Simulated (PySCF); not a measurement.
## Working out the electron affinity of O

O⁻ [He] 2s2 2p5 (2P) → O [He] 2s2 2p4 (3P). All numbers are calculated (PySCF 2.14, scalar relativity by spin-free X2C-1e, in dyall-av3z). Frozen: 1s2; the 14 highest virtual orbitals dropped. Energies in hartree (1 hartree = 27.21139 eV):

| part | O⁻ (lower) | O (upper) |
| --- | --- | --- |
| UHF | -74.849684 | -74.871066 |
| MP2 opposite-spin | -0.169111 | -0.114122 |
| MP2 same-spin | -0.055286 | -0.036899 |

Q: What does Hartree-Fock give?

A: (-74.871066) − (-74.849684) = -0.021382 hartree = -0.582 eV.

Q: What do MP2 and SCS-MP2 (6/5 opposite-spin, 1/3 same-spin) give?

A: The opposite-spin parts differ by 1.496 eV and the same-spin parts by 0.500 eV. MP2: -0.582 + (1.496) + (0.500) = 1.414 eV. SCS-MP2: -0.582 + 1.2 × (1.496) + (0.500)/3 = 1.380 eV.

A first-order spin-orbit estimate adds -0.001 eV to MP2 (valence), giving 1.413 eV against 1.461 eV (measured; photodetachment measurements, as compiled on the Wikipedia data page of electron affinities).

What remains against the reference includes basis incompleteness, the frozen core and correlation beyond second order.
